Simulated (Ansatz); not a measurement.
# FH3Si: the cost of one run

All numbers below are computed with Ansatz 0.2.0 (RKS PBE/def2-SVP).

### 1 The structure to begin with

Bond lengths: Si1–F2 1.590 Å, Si1–H3 1.460 Å, Si1–H4 1.459 Å, Si1–H5 1.459 Å. Angles: F2–Si1–H3 109.5°, F2–Si1–H4 109.5°, F2–Si1–H5 109.5°, H3–Si1–H4 109.5°, H3–Si1–H5 109.5°, H4–Si1–H5 109.5°.

Coordinates:

```xyz
5

Si    0.0000    0.0000    0.0000
F     0.0000    0.0000    1.5900
H     1.3768    0.0000   -0.4862
H    -0.6877    1.1914   -0.4862
H    -0.6877   -1.1914   -0.4862
```

### 2 Relaxing the start

input.yaml

```yaml
crystal:
  periodic: [false, false, false]
  atoms:
    - { symbol: Si, position_ang: [0.0, 0.0, 0.0] }
    - { symbol: F, position_ang: [0.0, 0.0, 1.59] }
    - { symbol: H, position_ang: [1.3768, 0.0, -0.4862] }
    - { symbol: H, position_ang: [-0.6877, 1.1914, -0.4862] }
    - { symbol: H, position_ang: [-0.6877, -1.1914, -0.4862] }
basis:
  gaussian: { orbitals: def2-SVP }
hamiltonian:
  xc: pbe
relax:
  f_tol: 0.02
  max_steps: 40
output:
  orbitals: {}
```

On the command line:

```bash
ansatz run input.yaml --threads 1 --pin off --max-ram 2048MiB --backend cpu --events-out ev --progress --plain --runs-dir out
```

Q: Estimate wall time and peak memory on 1 thread of Arm Neoverse V1, shared host.

About 4.2 s, with a peak of 0.1 GiB.
